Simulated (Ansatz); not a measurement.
**CHSi (sextet): from Hartree-Fock to the top rungs, def2-QZVPP**

The task here is to estimate one member of a computed series from the others.

The runs use Ansatz 0.2.0, Gaussian basis; def2-QZVPP, core rule «outside noble gas», up to 6 orbitals frozen.

The runs, in order: UHF; ROHF; CCSD(T) on UHF.

### What is computed

The geometry is a PBE0/def2-TZVP stationary point (not a proven minimum) of the parent state, kept for this charge and spin.

3 atoms, charge 0, spin multiplicity 6.

Atoms are counted from 1 here; the program's logs count them from 0.

Bond lengths: Si1–C2 1.893 Å, C2–H3 1.096 Å. Angles: Si1–C2–H3 133.1°.

The first run:

Input file in.yaml:

```yaml
crystal:
  periodic: [false, false, false]
  atoms:
    - {symbol: Si, position_ang: [0.000000, 0.032553, 0.617233]}
    - {symbol: C, position_ang: [0.000000, -0.127023, -1.268554]}
    - {symbol: H, position_ang: [0.000000, 0.606549, -2.082531]}
basis:
  gaussian: {orbitals: "def2-QZVPP.json"}
magnetization: {spin_polarized: true, initial_magnetization: 5}
hamiltonian: {xc: hf}
output: {orbitals: {seedname: orbitals}}
```

On the command line:

```sh
> ansatz run in.yaml --threads 1 --pin off --events-out ev --progress --plain --max-ram 4096MiB --backend cpu
```

Among the steps run: UHF; ROHF; CCSD(T) on UHF.

One table of the session follows, with a row left open; its other results are not shown here.

| method | from UCCSD(T) (meV) |
| --- | --- |
| ROHF | +5396.7 |
| UHF | +5211.7 |
| UMP2 | ? |
| UCCSD | +203.1 |
| UCCSD(T) | 0 |

Estimate the missing values for UMP2.

**Answer.** from UCCSD(T) (meV): +892.0. In the column «from UCCSD(T) (meV)» it lies between UCCSD (+203.1) and UHF (+5211.7).
